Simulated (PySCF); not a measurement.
**Solvent effects on NMR parameters**

Bonds (- single, = double, # triple, : aromatic): P1=S2 1.934 Å. P1 carries H3.

GIAO PBE0/pcSseg-1 in PySCF 2.14.0 with density-fitted response routines on one PBE0-D3(BJ)/def2-SVP conformer, non-relativistic, equivalent nuclei averaged. Solvents enter as an IEF-PCM continuum (acetone with ε = 20.5, dimethylsulfoxide with ε = 46.8) around the gas-phase geometry. Shifts are referred to CS2, TMS computed in the same medium.

Gas phase, δ in ppm: S2 2311.8, H3 16.44. Dipole moment 1.59 D.

(1) How does each δ change in the continuum?

(2) Which nuclei move most (in ppm), and what does the model miss?

Results:

(1) 
| atoms | environment | Δδ, acetone | Δδ, dimethylsulfoxide |
| --- | --- | --- | --- |
| S2 | sulfur bonded to P | -380.5 | -398.8 |
| H3 | hydrogen on a phosphorus bonded to S | -0.64 | -0.67 |

Changes are relative to the gas phase. The dipole moment becomes 2.49 D in acetone, 2.54 D in dimethylsulfoxide.

(2) S2 (sulfur bonded to P, -398.8 ppm) in dimethylsulfoxide. A continuum only polarises the solute; specific hydrogen bonds, the anisotropy of aromatic solvents and changes of geometry or conformer are outside it.
